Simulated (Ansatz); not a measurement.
**Isomers**

Structures of CH₃AlN, doublet, relaxed at PBE0-D4/def2-TZVP (vibrations not checked; lower isomers may exist, and structures with a doubtful reference or unclear bonds are left out). Ansatz 0.2.0; basis: def2-TZVPP; cores frozen in the correlated methods; orbitals are unrestricted. B3LYP uses VWN-RPA correlation.

Rank them by CCSD(T) energy, lowest first, and give each one's height above the lowest. Links in brackets join atoms within 1.22 times the sum of their covalent radii (1.1 for two metals). (Judge from chemistry; the value comes from the calculation.)
A.
CH₃AlN ([NH][CH][AlH])
```
6
angstrom
N -1.0343 -0.5415 -1.0962
C -0.2113 0.1969 -0.4661
Al 0.7209 -0.2446 1.2542
H -1.1823 -1.4320 -0.6136
H -0.0160 1.1707 -0.9438
H 1.7229 0.8505 1.8656
```
B.
CH₃AlN ([CH]1[NH][AlH]1)
```
6
angstrom
C 0.3461 0.2099 -0.7326
N -0.3936 -0.6631 -0.1496
Al 0.8478 0.0929 1.1680
H -1.1256 -1.1844 -0.6295
H 0.2381 0.4413 -1.7966
H 0.1347 1.1522 2.1393
```
C.
CH₃AlN ([CH2][NH][Al])
```
6
angstrom
N -0.1353 -0.7355 -0.2530
C -0.6478 0.5254 -0.1890
Al 1.5768 -1.4191 -0.2951
H -0.8694 -1.4374 -0.2833
H 0.0298 1.3671 -0.1516
H -1.7148 0.6943 -0.1749
```
D.
CH₃AlN ([CH]1[N][AlH2]1)
```
6
angstrom
N -0.7098 -0.4596 0.4430
C 0.3803 -0.6607 -0.0643
Al -0.0789 1.3518 0.1422
H 0.9676 -1.5445 -0.3348
H -0.6358 2.0673 -1.1487
H 0.5493 2.0768 1.3944
```

By the calculation: C (0.0 kJ/mol), D (32.4 kJ/mol), B (65.0 kJ/mol), A (103.1 kJ/mol). Heights count from the lowest.

Do PBE-D4, r2SCAN-D4, PBE0-D4, B3LYP-D4, wB97M-V, HF, MP2 give the same order? (A judgement: the text doesn't fix the answer.)

The calculation gives: All do.

T1 diagnostic: at most 0.034. ⟨S²⟩ of the unrestricted Hartree–Fock references: 0.76 to 0.83 (a pure state has 0.75). The unrestricted reference is spin-contaminated, which hurts MP2 most.

For scale, one of the runs: CCSD(T)/def2-TZVPP, 146 basis functions, launched by `ansatz run in.yaml --threads 2 --pin off --events-out ev --progress --plain --max-ram 4352MiB`. Time: 41 s of wall clock on 2 CPU threads of an Arm Neoverse V1; the host was shared. Peak host memory: 2 GiB.
